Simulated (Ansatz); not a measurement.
in.yaml

```yaml
crystal:
  periodic: [false, false, false]
  atoms:
    - {symbol: H, position_ang: [-2.428508, 0.000000, -0.000001]}
    - {symbol: H, position_ang: [-1.683508, 0.000000, -0.000001]}
    - {symbol: Si, position_ang: [0.089492, 0.000000, 0.000000]}
    - {symbol: H, position_ang: [0.539466, -1.416253, 0.000001]}
    - {symbol: H, position_ang: [0.539466, 0.708126, -1.226511]}
    - {symbol: H, position_ang: [0.539465, 0.708127, 1.226511]}
basis:
  gaussian: {orbitals: 6-31G}
magnetization: {spin_polarized: false, initial_magnetization: 1}
correlation: {method: ccsdtq, electrons: outside_noble_gas}
```

```sh
$ ansatz run in.yaml --threads 1 --pin off --events-out ev --progress --plain --max-ram 2393MiB
```

Log:

```
508 factors; integrals over basis functions are off by at most 6.7e-8 eV
mean field evaluation 1: about -7935.7687 eV, gradient 7.9e0 eV
mean field evaluation 2: about -7935.7708 eV, gradient 7.9e0 eV
mean field evaluation 4: about -7936.2029 eV, gradient 3.1e-1 eV
mean field evaluation 8: about -7936.2047 eV, gradient 1.7e-6 eV
mean field -7936.20468305 eV, -291.6501427492 hartree, gradient 6.7e-6 eV, S^2 0.750000; 0 other end points of the search recorded, 0 dependent functions left out
mean field evaluation 16: about -7935.7788 eV, gradient 6.6e0 eV
5 core orbitals not correlated: weight in the atoms' cores, before any rotation towards them, 1.000 or more for the frozen orbitals, at most 0.000 for the correlated occupied ones
reference -7936.20468305 eV, -291.6501427492 hartree; 5, 4 occupied and 13, 14 virtual orbitals, 508 factors
second order -1.87998926 eV of doubles, -0.05625617 eV of singles
cycle   1  -2.43265156 eV  change   -4.9e-1 eV  update   5.9e-2
cycle   2  -2.70465478 eV  change   -2.7e-1 eV  update   2.6e-2
cycle   3  -2.71494513 eV  change   -1.0e-2 eV  update   6.4e-3
cycle   4  -2.71714405 eV  change   -2.2e-3 eV  update   2.2e-3
cycle   5  -2.71713879 eV  change    5.3e-6 eV  update   9.7e-4
cycle   6  -2.71709167 eV  change    4.7e-5 eV  update   3.8e-4
cycle   7  -2.71727684 eV  change   -1.9e-4 eV  update   1.2e-4
cycle   8  -2.71729165 eV  change   -1.5e-5 eV  update   4.6e-5
cycle   9  -2.71726456 eV  change    2.7e-5 eV  update   1.6e-5
cycle  10  -2.71727123 eV  change   -6.7e-6 eV  update   6.1e-6
cycle  11  -2.71727106 eV  change    1.7e-7 eV  update   2.1e-6
cycle  12  -2.71727158 eV  change   -5.2e-7 eV  update   7.7e-7
Total energy: -7938.92195462 eV, -291.7500006379 hartree
```

For the same geometry and basis full CI lies 0.0 meV lower.

Ran on 1 thread of Intel Xeon Platinum 8488C, shared host: 23 s wall, 0.31 GiB peak host memory.
